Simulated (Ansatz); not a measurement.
1T (CdI2-type) HfS2 was calculated with PBE (Ansatz, a first-principles code, PAW).

Numerical settings: plane-wave cutoff 520 eV, 12×12×6 k mesh (along the axes of the cell as run), scalar-relativistic PAW data made under PBE.

Cell (relaxed at this level):

HfS2 is modelled in the trigonal space group P-3m1 (No. 164), the CdI2 type structure, Pearson symbol hP3. Cell: a = 3.651 Å, b = 3.651 Å, c = 6.863 Å, α = 90.00°, β = 90.00°, γ = 120.00°. Hf on 1a has 6 S at 2.557 Å (octahedral). S on 2d sees 3 Hf at 2.557 Å (trigonal pyramidal). (Neighbours: up to the widest gap in distance over summed covalent radii, below 1.35, at either atom; cation-cation and far metal-metal contacts left out.)

Question: What does this level give for the elastic constant C13, Young modulus, Poisson ratio, elastic constant C44, Voigt–Reuss–Hill bulk modulus, elastic constant C11, elastic constant C12, elastic constant C33 and elastic constant C66?

Answer: 
* **elastic constant C13**: 0.33 GPa
* **Young modulus**: 29.5 GPa
* **Poisson ratio**: 0.200
* **elastic constant C44**: 0.35 GPa
* **Voigt–Reuss–Hill bulk modulus**: 16.4 GPa
* **elastic constant C11**: 116 GPa
* **elastic constant C12**: 21.1 GPa
* **elastic constant C33**: 1.96 GPa
* **elastic constant C66**: 47.5 GPa

Measured, for comparison: elastic constant C33 39.4 GPa (temperature not stated, not corrected to a static lattice; as tabulated in Björkman et al. (2012), arXiv:1206.3542). Computed (rounded) less measured: elastic constant C33 -95 %.

Note: the cell comes from a level without a dispersion term, which matters for the spacing of layers, chains or molecules; the cell has widely spaced layers and the level no dispersion term, so their spacing and the moduli can rest on weak binding.

Elastic constants are with the ions relaxed.

Spin–orbit coupling is not included.

Computed values are for the static lattice.

Cost on a shared machine: about 27 core-minutes (a rough figure).
